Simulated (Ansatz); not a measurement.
`F[SiH2][AlH2]` + H₂S → `[AlH2][SiH2]S` + H–F  (ligand exchange at the Si–F bond)

Gas-phase electronic energies from Ansatz, PBE0-D4/def2-TZVP geometries. CBS: MP2 limit from def2 TZ/QZ plus the TZ coupled-cluster correction, frozen cores. This one scheme is used for every species. DFT in def2-TZVPP. B3LYP here is the variant with VWN-RPA as its local correlation; programs differ in this. HSE06 is defined as in plane-wave codes. One conformer a species, not always the lowest.

`F[SiH2][AlH2]`:

Cartesian coordinates in Å:
```
F -1.053 0.721 1.804
Si 0.223 0.142 1.005
Al -0.286 -0.202 -1.386
H 1.341 1.107 1.212
H 0.624 -1.125 1.684
H -1.715 0.122 -1.994
H 0.866 -0.765 -2.325
```

H₂S:

Cartesian coordinates in Å:
```
S -0.359 -0.254 -0.436
H 0.801 -0.609 0.136
H -0.443 0.863 0.301
```

`[AlH2][SiH2]S`:

Z-matrix (Å, degrees):
```
Si
S 1 2.149
Al 1 2.458 2 107.2
H 1 1.493 2 110.1 3 -121.7
H 1 1.493 2 110.2 3 121.7
H 2 1.344 1 96.4 3 180.0
H 3 1.588 1 119.4 2 180.0
H 3 1.586 1 120.7 2 -0.0
```

H–F:

Cartesian coordinates in Å:
```
F 0.236 -0.394 -0.031
H -0.236 0.394 0.031
```

```csv
level,ΔE (kJ/mol),difference from CCSD(T)/CBS
PBE-D4,48.7,-8.3
r2SCAN0-D4,57.2,0.2
BHLYP-D4,67.6,10.6
PBE0,53.1,-3.9
B3LYP,72.6,15.6
HSE06,52.5,-4.5
BHLYP,75.6,18.6
CAM-B3LYP,76.7,19.7
LC-ωPBE,60.8,3.8
HF/def2-SVP,71.6,14.6
CCSD/def2-SVP,61.7,4.7
CCSD(T)/def2-SVP,59.6,2.6
HF/def2-TZVPP,82.9,25.9
MP2/def2-TZVPP,54.7,-2.3
HF/def2-QZVPP,85.5,28.5
MP2/def2-QZVPP,54.0,-3.0
CCSD(T)/CBS,57.0,0
```

Largest T1 diagnostic among the species: 0.012.

In def2-TZVPP, CCSD(T) changes the Hartree–Fock value by −23.1 kJ/mol (the triples alone add −4.3 kJ/mol) and MP2 by −28.2 kJ/mol. Leaving LDA and LC-ωPBE aside and taking each functional with its dispersion term where it has one, the values, not all of them listed here, spread over 26.7 kJ/mol, from revPBE-D4 to CAM-B3LYP-D4. The D4 term adds −8.0 kJ/mol with B3LYP and −4.3 kJ/mol with PBE0; it sums over pairs of atoms, weighted by their polarisabilities, and B3LYP, whose exchange is more repulsive, gets the larger term.
